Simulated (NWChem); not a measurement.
# N2O (nitrous oxide) at MP2/SBKJC-VDZ (core potential)

What is the vertical ionisation energy of N2O (nitrous oxide) at MP2/SBKJC-VDZ (core potential)? 

Program for the calculation: NWChem 7.3.0.

3 further runs of the same task are left out: 3 set aside as unsound or not needed.

### 1 The system as given

The species is N2O (3 atoms), meant as a singlet with charge 0. SMILES: `N#[N+][O-]`. Geometry: relaxed at PBE0-D4/def2-TZVP.

Bond lengths: N1–N2 1.118 Å, N2–O3 1.174 Å. Angles: N1–N2–O3 180.0°.

### 2 A single-point energy at MP2/SBKJC-VDZ (core potential)

The input, m1.nw:

```
start m1
title "N2O mp2"
memory stack 880 mb heap 220 mb global 1100 mb
charge 0
geometry units angstroms noautosym nocenter noautoz
 N       -0.511700       1.001300      -0.167900
 N       -0.008400       0.016500      -0.002800
 O        0.520100      -1.017800       0.170700
end
basis spherical bse
 * library SBKJC-VDZ
end
ecp bse
 N library SBKJC-VDZ
 O library SBKJC-VDZ
end
scf
 thresh 1e-08
 maxiter 80
 noprint "final vectors analysis"
end
mp2
 tight
end
task mp2 energy
```

On the command line:

```sh
$ nwchem m1.nw > m1.out
```

Standard output:

```text
[...]
  functions       =    24
[...]
  wavefunction    = RHF
[...]
         Total SCF energy =    -34.840367601871
      One-electron energy =   -119.769909651454
      Two-electron energy =     52.656157267578
 Nuclear repulsion energy =     32.273384782005
        Time for solution =      0.2s
[...]
          Total MP2 energy           -35.179698439072
[...]
```

It took 0.81 s on 1 thread of Intel Xeon Platinum 8488C (Sapphire Rapids), shared host; peak memory 0.1 GiB.

### 3 The doublet cation, same level

The input, mol.nw:

```
START mol
TITLE "N2O mp2"
memory 2200 mb
charge 1
GEOMETRY noautosym nocenter noautoz
 N    -0.511700    1.001300   -0.167900
 N    -0.008400    0.016500   -0.002800
 O     0.520100   -1.017800    0.170700
END
BASIS spherical bse
 * library SBKJC-VDZ
END
ECP bse
 N library SBKJC-VDZ
 O library SBKJC-VDZ
END
SCF
 doublet
 uhf
 thresh 1e-08
 maxiter 80
 print low
END
MP2
 tight
END
TASK mp2
```

On the command line:

```sh
$ nwchem mol.nw > mol.out
```

Standard output:

```text
[...]
  functions       =    24
[...]
  wavefunction    = UHF
[...]
         Total SCF energy =    -34.436977135869
      One electron energy =   -113.899318761123
      Two electron energy =     47.188956843249
 Nuclear repulsion energy =     32.273384782005
                       Sz =      0.5000
                 Sz(Sz+1) =      0.7500
                      S^2 =      1.0233
[...]
          Total MP2 energy           -34.679942386665
[...]
```

It took 1.6 s on 1 thread of Intel Xeon Platinum 8488C (Sapphire Rapids), shared host; peak memory 0.1 GiB.

### 4 Summary of results

At MP2/SBKJC-VDZ (core potential):

| quantity | value |
| --- | --- |
| singlet N2O: total energy | -35.17970 Eh |
| singlet N2O: correlation energy | -339.3 mEh |
| doublet cation: total energy | -34.67994 Eh |
| doublet cation: correlation energy | -243.0 mEh |
| doublet cation: ⟨S²⟩ of the reference determinant | 1.023 |
| vertical ionisation energy (to the doublet cation) | 13.599 eV |

What this shows: Removing an electron at fixed nuclei costs 13.60 eV (1312 kJ/mol). ⟨S²⟩ (doublet cation) is 1.02 where a pure doublet has 0.75: the reference is spin-contaminated.
